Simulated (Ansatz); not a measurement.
Cost and result for the atomization energy of `CC1CCN1` (14 atoms, 14 bonds).

| atom | x (Å) | y (Å) | z (Å) |
| --- | --- | --- | --- |
| C1 | 1.349 | 0.078 | -0.892 |
| C2 | -0.115 | 0.376 | -0.652 |
| C3 | -0.448 | 0.828 | 0.784 |
| C4 | -0.943 | -0.608 | 1.017 |
| N5 | -0.970 | -0.810 | -0.441 |
| H6 | 1.488 | -0.452 | -1.839 |
| H7 | 1.933 | 1.002 | -0.940 |
| H8 | 1.763 | -0.542 | -0.090 |
| H9 | -0.492 | 1.028 | -1.447 |
| H10 | 0.389 | 1.172 | 1.391 |
| H11 | -1.251 | 1.564 | 0.823 |
| H12 | -0.209 | -1.225 | 1.550 |
| H13 | -1.914 | -0.727 | 1.506 |
| H14 | -0.580 | -1.684 | -0.770 |

Total charge 0; spin multiplicity 1. The geometry is a stationary point of PBE0-D4/def2-TZVP. Program: Ansatz. All runs use 4 threads of an Arm Neoverse V2 on a shared host. Times are those of one run each, without the atoms' runs, and a repeat can differ threefold. Electronic energies, without spin–orbit coupling; frozen cores. CCSD(T)/CBS adds CCSD(T) − MP2 in def2-TZVPP to the MP2 limit, and its time is that of the two runs behind it. T1 = 0.009. B3LYP takes the VWN-RPA correlation (the form of Gaussian; ORCA's B3LYP/G).

CCSD(T)/CBS is a level of theory with its own doubt, some kJ/mol a heavy atom from the limit and from the frozen cores, so smaller differences don't rank the functionals.

```
                             level  functions  wall time  atomization (kcal/mol)  difference from CCSD(T)/CBS  per bond
   PBE-D4/def2-TZVPP (with forces)        281      2.7 s                  1346.6                         33.5       2.4
                PBE0-D4/def2-TZVPP        281      2.8 s                  1326.8                         13.7       1.0
 B3LYP-D4/def2-TZVPP (with forces)        281      4.7 s                  1316.5                          3.4       0.2
r2SCAN-D4/def2-TZVPP (with forces)        281      5.5 s                  1314.5                          1.4       0.1
                 B2PLYP/def2-TZVPP        281        6 s                  1301.9                        -11.2      -0.8
                ωB97X-V/def2-TZVPP        281        8 s                  1319.4                          6.3       0.4
  ωB97M-V/def2-TZVPP (with forces)        281       12 s                  1319.9                          6.8       0.5
                    MP2/def2-QZVPP        555       28 s                  1315.6                          2.5       0.2
                CCSD(T)/def2-TZVPP        281    3.8 min                  1282.3                        -30.8      -2.2
                 CCSD(T)/CBS(def2)          –    4.3 min                  1313.1                          0.0       0.0
```

In def2-TZVPP, CCSD(T) changes the Hartree–Fock value by +323.1 kcal/mol (the triples alone add +17.8 kcal/mol) and MP2 by +338.2 kcal/mol; breaking electron pairs costs correlation energy, which Hartree–Fock lacks. From PBE to PBE0 (25 % exact exchange), in def2-TZVPP and without D4, the atomization energy moves by −18.8 kcal/mol: exact exchange takes away binding that semilocal exchange gives to molecules. The D4 term adds +9.7 kcal/mol with B3LYP and +5.1 kcal/mol with PBE0; it sums over pairs of atoms, weighted by their polarisabilities, and B3LYP, whose exchange is more repulsive, gets the larger term.
